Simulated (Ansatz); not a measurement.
Basis-set extrapolation for `CSC(N)N` (PBE0-D4/def2-TZVP geometry, frozen core, Ansatz). Multiplicity 1, RHF reference.

```csv
,def2-TZVPP,def2-QZVPP
HF,-586.897349,-586.918056
MP2 correlation,-0.959877,-1.029042
CCSD(T) correlation,-1.049439,not run
```

Energies in hartree. Use E(X) = E(∞) + A·exp(−7.88·√X) for Hartree–Fock and E(X) = E(∞) + B·X^(−2.97) for correlation, with X = 3 and 4, and add CCSD(T) minus MP2 of the smaller set to the MP2 limit.

Problem. What is the CCSD(T) energy at the basis-set limit?

Solution. HF limit: -586.918056 + (-0.020707) × 0.13774 = -586.92091. MP2 limit: -1.029042 + (-0.069165) × 0.74074 = -1.08028. Higher-order term: -1.049439 − (-0.959877) = -0.08956. Total: -588.09075 hartree, 378.0 kJ/mol below CCSD(T)/def2-TZVPP.
